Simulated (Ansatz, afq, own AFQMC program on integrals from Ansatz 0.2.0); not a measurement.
## CH$_{3}$O, doublet: AFQMC among the cluster methods

```yaml
atoms:
  - { symbol: C, position_ang: [0.2186, 0.9886, -0.0904] }
  - { symbol: O, position_ang: [0.9015, -0.1684, 0.0234] }
  - { symbol: H, position_ang: [-0.4543, 1.0381, -0.9725] }
  - { symbol: H, position_ang: [-0.3191, 1.2945, 0.8318] }
  - { symbol: H, position_ang: [0.9912, 1.7768, -0.2593] }
```

Connectivity, by distances: CH3–O.

Basis def2-TZVP. Only valence electrons are correlated. Ansatz 0.2.0 and our own AFQMC program on the same integrals; the CISD trial comes from CCSD amplitudes, and released means the phaseless constraint is let go. Free AFQMC starts from the CCSD state and is never constrained. Its projection time is finite, and what remains of the start isn't in its error. Error bars are statistical, one sigma.

Determinant: UHF, the one that the program's search chose, which needn't be the lowest solution. The geometry is a PBE0/def2-SVP stationary point of this or a neighbouring charge and spin state.

No full CI on the walks' own integrals is used here; CCSDT(Q) serves as the reference and is uncertain by about the last step of the cluster series.

Cautions: the released energies have errors that jump between times, so the bars are unsure, so no released level is given (meV from the phaseless value at times in 1/Eh: -21 ± 13 at 0.24, -9 ± 4 at 0.50, -17 ± 3 at 1.00, -18 ± 4 at 1.50), though the last usable value meets CCSDT(Q) within the noise.

The T1 diagnostic is 0.0196. The weight of the determinant in the CISD state is 0.886 and the ⟨S²⟩ of the determinant is 0.760. The size of the correlated space is 13 electrons in 78 orbitals.

Reference: CCSDT(Q), correlation energy -10.956 eV.

```
        level  E − E(reference) (kJ/mol)  share of correlation (%)
           HF                     1057.1                      0.00
          MP2                      113.2                     89.29
         CCSD                       35.5                     96.65
      CCSD(T)                        3.3                     99.69
        CCSDT                        1.2                     99.88
  ph-AFQMC/HF                  0.8 ± 1.7                     99.93
ph-AFQMC/CISD                  1.4 ± 0.4                     99.87
   free AFQMC                 -0.3 ± 0.9                    100.03
```

Free projections are given only where their last times agree within the noise and don't stop above the reference; a slow remainder of the start can still hide under it.
